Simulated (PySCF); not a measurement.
## Partial charges of `C=C=COC`

Compound: C4H6O.
Cartesian coordinates in Å at the GFN2-xTB level; atoms count from 1:
```xyz
11
C4H6O angstrom
C      2.4133    1.1299    0.3752
C      1.1990    0.7216    0.1885
C     -0.0325    0.3445    0.0014
O     -0.4073   -0.9691   -0.1474
C     -1.7872   -1.1766   -0.2968
H      2.8296    1.2487    1.3647
H      3.0664    1.3764   -0.4489
H     -0.8305    1.0799   -0.0496
H     -1.9225   -2.2502   -0.4177
H     -2.3435   -0.8407    0.5867
H     -2.1793   -0.6617   -1.1820
```

Density: PBE0/pcSseg-1 (PySCF); schemes: Mulliken, IAO, Hirshfeld and ESP-fitted. Isolated species at its GFN2-xTB geometry (one conformer only).

Which atoms carry the highest charge in the Mulliken, IAO, Hirshfeld and ESP-fitted schemes?

The schemes don't all agree: Mulliken H6 and H7 (+0.145); IAO H6 and H7 (+0.166); Hirshfeld H9 (+0.056); ESP-fitted H6 (+0.193).

For which atoms does the sign change between the 4 schemes (beyond +0.03 e in one, beyond −0.03 e in another)?

For none.

At which atom do the 4 schemes differ most?

At O4: from -0.461 (Mulliken) to -0.122 e (Hirshfeld), 0.339 e apart.

Tabulate the Mulliken, IAO, Hirshfeld and ESP-fitted charges.

In e:

```tsv
atom	environment	Mulliken	IAO	Hirshfeld	ESP-fitted
C1	outer carbon of cumulated double bonds	-0.112	-0.324	-0.100	-0.403
C2	central carbon of cumulated double bonds	-0.201	-0.038	-0.042	-0.051
C3	outer carbon of cumulated double bonds	+0.067	-0.001	0.000	-0.007
O4	ether oxygen	-0.461	-0.335	-0.122	-0.200
C5	methoxy carbon	-0.031	-0.203	-0.035	-0.196
H6	hydrogen on C1	+0.145	+0.166	+0.055	+0.193
H7	hydrogen on C1	+0.145	+0.166	+0.055	+0.192
H8	hydrogen on C3	+0.118	+0.147	+0.052	+0.132
H9	methyl hydrogen	+0.129	+0.165	+0.056	+0.129
H10	methyl hydrogen	+0.101	+0.129	+0.041	+0.106
H11	methyl hydrogen	+0.100	+0.129	+0.041	+0.105
```

Mean size of the charges over all atoms: IAO 0.164 e, ESP-fitted 0.156 e, Mulliken 0.146 e, Hirshfeld 0.055 e. Each set sums to the total charge, 0, to within 0.001 e. The ESP scheme is a least-squares fit of atom-centred charges to the potential on four shells outside the van der Waals surface, with the total charge fixed.

How closely do the schemes follow one another over all atoms?

Correlation coefficient and root-mean-square difference: IAO with Hirshfeld 0.98, 0.129 e; IAO with ESP-fitted 0.96, 0.051 e; Hirshfeld with ESP-fitted 0.93, 0.129 e; Mulliken with Hirshfeld 0.91, 0.127 e; Mulliken with IAO 0.83, 0.107 e; Mulliken with ESP-fitted 0.71, 0.139 e.

How many electrons does the Hirshfeld scheme count on C5?

Z − q = 6 − (-0.035) = 6.035.

Sum the charges by element, for elements with more than one atom.

```
element  atoms  Mulliken     IAO  Hirshfeld  ESP-fitted
      C      4    -0.276  -0.566     -0.177      -0.657
      H      6    +0.738  +0.901     +0.300      +0.857
```
